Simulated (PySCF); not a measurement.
Job for PySCF: D3(BJ) and D4 dispersion corrections on ClH3S (a complex).

```python
from pyscf import gto
from pyscf.dispersion import dftd3, dftd4

mol = gto.M(
    atom='''
    Cl   -1.91163600   -0.00001100    0.00349800
    H    -0.62731700   -0.00005800   -0.10405100
    S     1.84252900    0.00001300   -0.10154300
    H     1.82277900   -0.96181000    0.83465000
    H     1.82187700    0.96186000    0.83462200
    ''',
    basis='def2-svp',
    charge=0, spin=0, verbose=0, max_memory=1800)
d3, d4 = {}, {}
for xc in ['hf', 'pbe', 'blyp', 'revpbe', 'tpss', 'r2scan', 'b3lyp', 'pbe0', 'bhlyp', 'camb3lyp', 'b2plyp']:
    d3[xc] = float(dftd3.DFTD3Dispersion(mol, xc=xc, version='d3bj', atm=False).get_dispersion()['energy'])
    print(f'D3(BJ) {xc:10s} {d3[xc]:14.8f} Eh')
for xc in ['hf', 'pbe', 'blyp', 'revpbe', 'tpss', 'r2scan', 'b3lyp', 'pbe0', 'bhlyp', 'camb3lyp', 'b2plyp']:
    d4[xc] = float(dftd4.DFTD4Dispersion(mol, xc={'camb3lyp': 'cam-b3lyp'}.get(xc, xc), atm=True).get_dispersion()['energy'])
    print(f'D4     {xc:10s} {d4[xc]:14.8f} Eh')
```

It printed:

```
D3(BJ) hf            -0.01791445 Eh
D3(BJ) pbe           -0.00238478 Eh
D3(BJ) blyp          -0.00507008 Eh
D3(BJ) revpbe        -0.00591578 Eh
D3(BJ) tpss          -0.00307223 Eh
D3(BJ) r2scan        -0.00071349 Eh
D3(BJ) b3lyp         -0.00413872 Eh
D3(BJ) pbe0          -0.00212739 Eh
D3(BJ) bhlyp         -0.00318609 Eh
D3(BJ) camb3lyp      -0.00200917 Eh
D3(BJ) b2plyp        -0.00194309 Eh
D4     hf            -0.00625760 Eh
D4     pbe           -0.00193300 Eh
D4     blyp          -0.00413423 Eh
D4     revpbe        -0.00567980 Eh
D4     tpss          -0.00262126 Eh
D4     r2scan        -0.00052006 Eh
D4     b3lyp         -0.00308373 Eh
D4     pbe0          -0.00168400 Eh
D4     bhlyp         -0.00233410 Eh
D4     camb3lyp      -0.00173572 Eh
D4     b2plyp        -0.00139211 Eh
```

The run finished.

Cost: around 0.010 core-seconds (rough).
